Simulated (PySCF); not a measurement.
A PySCF script (with the pyscf-properties extension) for the NMR shieldings of `InChI=1S/C4H3FN/c5-4-2-1-3-6-4/h1-3H/q-1`, on a GFN2-xTB geometry:

```python
import basis_set_exchange as bse
import numpy as np
from pyscf import gto, dft
from pyscf.prop import nmr

atoms = """
F     2.520466   -0.273572    0.257737
C     1.142712   -0.222781    0.133592
C     0.412923    0.913403   -0.141040
C    -0.917916    0.456067   -0.164860
C    -0.857552   -0.898412    0.095880
N     0.412352   -1.328736    0.282000
H     0.782070    1.914387   -0.300042
H    -1.804781    1.048183   -0.349255
H    -1.676713   -1.602546    0.160809
"""
names = dict.fromkeys(["F", "C", "N", "H"], "pcSseg-1")
basis = {el: gto.basis.parse(bse.get_basis(n, elements=[el], fmt="nwchem")) for el, n in names.items()}
mol = gto.M(atom=atoms, basis=basis, charge=-1, verbose=0)
mf = dft.RKS(mol, xc="PBE0")
mf.grids.level = 2
mf.grids.alignment = dft.numint.BLKSIZE   # the property module wants whole blocks of grid points
mf.conv_tol = 1e-9
mf.kernel()

calc = nmr.RKS(mf)   # GIAO
C = mf.mo_coeff
Co = C[:, mf.mo_occ > 0]
resp = mf.gen_response(singlet=True, hermi=2)
def vind(x):   # induced exchange potential for any number of trial vectors
    d = np.einsum("pi,xij,qj->xpq", C, 2 * x.reshape(-1, C.shape[1], Co.shape[1]), Co, optimize=True)
    return np.einsum("xpq,pi,qj->xij", resp(d - d.transpose(0, 2, 1)), C, Co, optimize=True).ravel()
mo1, _ = nmr.rhf.solve_mo1(calc, with_cphf=vind)
sigma = calc.kernel(mo1)
for i, s in enumerate(sigma):   # ppm
    print("%2d %-2s %9.2f" % (i, mol.atom_pure_symbol(i), np.trace(s) / 3))
```

Task: What does it print?

Result: 
```
 0 F     324.55
 1 C      19.80
 2 C     108.96
 3 C      88.66
 4 C      70.85
 5 N       2.91
 6 H      26.89
 7 H      26.31
 8 H      25.83
```

These numbers come from an equivalent density-fitted implementation of the same equations, which agrees with the script to about 0.01 ppm for H and up to a few tenths of a ppm for heavy atoms, so last digits may differ.

Task: Turn these shieldings into chemical shifts. δ = σ(ref) − σ, references computed at the same level: $^{19}$F (σ = 170.95 ppm) vs CFCl3; $^{13}$C (σ = 186.93 ppm), $^{1}$H (σ = 31.72 ppm) against TMS; $^{15}$N (σ = 267.73 ppm) vs NH3.

Result: Averaging equivalent atoms: F 0: -153.6; C 1: 167.1; C 4: 116.1; C 3: 98.3; C 2: 78.0; N 5: 264.8; H 8: 5.89; H 7: 5.40; H 6: 4.83 ppm. Unscaled 19F shifts against computed CFCl3 carry errors that often reach 10 to 50 ppm. Experimental scales use liquid or dissolved standards, which lie at an offset from isolated NH3 (liquid NH3: subtract about 20 ppm). Unscaled 15N shifts of sp2 nitrogen come out 20 to 40 ppm too high even then.

Size and cost of the density-fitted run: 117 basis functions, 9.7 s wall time on 1 thread of an Intel Xeon 6975P-C, shared host; peak memory 0.53 GiB.
